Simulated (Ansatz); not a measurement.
# UHSE06/def2-SVPD run of AlNH3O (SMILES [NH2][Al][OH])

Aim: the vertical ionisation energy of AlNH3O at UHSE06/def2-SVPD, from 2 runs. 

Program for the calculation: Ansatz 0.2.0.

77 further runs of the same task are left out: 77 set aside as unsound or not needed.

**1. Starting point**

AlNH3O has 6 atoms, charge 0, and is taken as a doublet. As SMILES, `[NH2][Al][OH]`. The shape is that of a PBE0-D4/def2-TZVP optimisation. This is one conformer, not always the lowest.

Bond lengths: N1–Al2 1.769 Å, Al2–O3 1.705 Å, N1–H4 1.009 Å, N1–H5 1.006 Å, O3–H6 0.956 Å. Angles: N1–Al2–O3 116.1°, Al2–N1–H4 124.1°, Al2–N1–H5 125.0°, Al2–O3–H6 122.8°, H4–N1–H5 110.9°.

**2. A single-point energy at UHSE06/def2-SVPD**

Contents of in.yaml:

```yaml
crystal:
  periodic: [false, false, false]
  atoms:
    - {symbol: "N", position_ang: [-0.923900, 0.240200, -0.760800]}
    - {symbol: Al, position_ang: [0.595200, 0.601300, 0.070700]}
    - {symbol: O, position_ang: [1.194100, -0.618500, 1.101200]}
    - {symbol: H, position_ang: [-1.434300, -0.623600, -0.657200]}
    - {symbol: H, position_ang: [-1.394700, 0.861600, -1.396800]}
    - {symbol: H, position_ang: [2.005700, -0.525100, 1.596800]}
basis:
  gaussian: {orbitals: def2-SVPD}
output: {orbitals: {seedname: orbitals}}
hamiltonian: {xc: hse06}
magnetization: {spin_polarized: true, initial_magnetization: 1}
accuracy: high
```

Started as:

```bash
$ ansatz run in.yaml --threads 1 --pin off --max-ram 3480MiB --events-out events.jsonl --progress --plain --runs-dir runs
```

The program printed:

```text
Warning: RAYON_NUM_THREADS=1 ignored (pool sized by the plan → 1); use --threads N
Functional definition: HSE06
  name "HSE06"
  parameter a = 0.25
  parameter omega = 0.11/bohr
  exchange = pbe_x - a*pbe_x_sr(omega) + a*exact_x_sr(omega)
  correlation = pbe_c
1783 factors; integrals over basis functions are off by at most 3.5e-9 eV
129 factors; integrals over basis functions are off by at most 1.1e-9 eV
mean field evaluation 1: about -10160.2589 eV, gradient 5.6e1 eV
mean field evaluation 2: about -10106.7039 eV, gradient 1.1e2 eV
mean field evaluation 4: about -10172.0941 eV, gradient 6.9e0 eV
mean field evaluation 8: about -10172.3632 eV, gradient 4.4e-1 eV
mean field evaluation 16: about -10172.3643 eV, gradient 9.5e-5 eV
mean field -10172.36433510 eV, -373.8274942387 hartree, gradient 7.8e-8 eV, S^2 0.751771; 0 other end points of the search recorded, 0 dependent functions left out
reference -10172.36433920 eV, -373.8274943895 hartree; 16, 15 occupied and 75, 76 virtual orbitals, 1783 factors
Total energy: -10172.36433920 eV, -373.8274943895 hartree
```

Run time: 12 s. Hardware: 1 thread of Arm Neoverse V1, shared host; peak memory 0.37 GiB.

**3. The singlet cation at the same level**

Contents of molecule.yaml:

```yaml
crystal:
  periodic: [false, false, false]
  atoms:
    - {symbol: N, position_ang: [-0.923900, 0.240200, -0.760800]}
    - {symbol: Al, position_ang: [0.595200, 0.601300, 0.070700]}
    - {symbol: O, position_ang: [1.194100, -0.618500, 1.101200]}
    - {symbol: H, position_ang: [-1.434300, -0.623600, -0.657200]}
    - {symbol: H, position_ang: [-1.394700, 0.861600, -1.396800]}
    - {symbol: H, position_ang: [2.005700, -0.525100, 1.596800]}
basis:
  gaussian:
    orbitals: def2-SVPD
total_charge: 1
hamiltonian:
  xc: hse06
accuracy: high
output: {orbitals: {seedname: orbitals}}
```

Started as:

```bash
$ ansatz run molecule.yaml --threads 1 --pin off --max-ram 3480MiB --events-out events.jsonl --progress --plain --runs-dir runs
```

The program printed:

```text
Warning: RAYON_NUM_THREADS=1 ignored (pool sized by the plan → 1); use --threads N
Functional definition: HSE06
  name "HSE06"
  parameter a = 0.25
  parameter omega = 0.11/bohr
  exchange = pbe_x - a*pbe_x_sr(omega) + a*exact_x_sr(omega)
  correlation = pbe_c
1783 factors; integrals over basis functions are off by at most 3.5e-9 eV
129 factors; integrals over basis functions are off by at most 1.1e-9 eV
mean field evaluation 1: about -10138.4802 eV, gradient 1.1e2 eV
mean field evaluation 2: about -10016.8970 eV, gradient 2.2e2 eV
mean field evaluation 4: about -10162.3580 eV, gradient 3.2e1 eV
mean field evaluation 8: about -10164.3232 eV, gradient 1.9e-1 eV
mean field evaluation 16: about -10164.3233 eV, gradient 1.6e-6 eV
mean field -10164.32331541 eV, -373.5319922154 hartree, gradient 7.6e-8 eV, S^2 0.000000; 0 other end points of the search recorded, 0 dependent functions left out
reference -10164.32331990 eV, -373.5319923804 hartree; 15, 15 occupied and 76, 76 virtual orbitals, 1783 factors
Total energy: -10164.32331990 eV, -373.5319923804 hartree
```

Wall time 6.6 s (1 thread of Arm Neoverse V1, shared host); peak memory 0.26 GiB.

**4. Results**

At UHSE06/def2-SVPD:

| quantity | value |
| --- | --- |
| doublet AlNH3O: total energy | -373.82749 Eh |
| doublet AlNH3O: HOMO energy (highest over α and β) | -5.36 eV |
| doublet AlNH3O: LUMO energy (lowest over α and β) | -2.64 eV |
| doublet AlNH3O: ⟨S²⟩ | 0.752 |
| singlet cation: total energy | -373.53199 Eh |
| singlet cation: HOMO energy | -12.92 eV |
| singlet cation: LUMO energy | -10.43 eV |
| singlet cation: HOMO–LUMO gap | 2.49 eV |
| vertical ionisation energy (to the singlet cation) | 8.041 eV |

What this shows: Removing an electron at fixed nuclei costs 8.04 eV (185 kcal/mol). Only the singlet of the ionised species was computed; a triplet could lie lower.
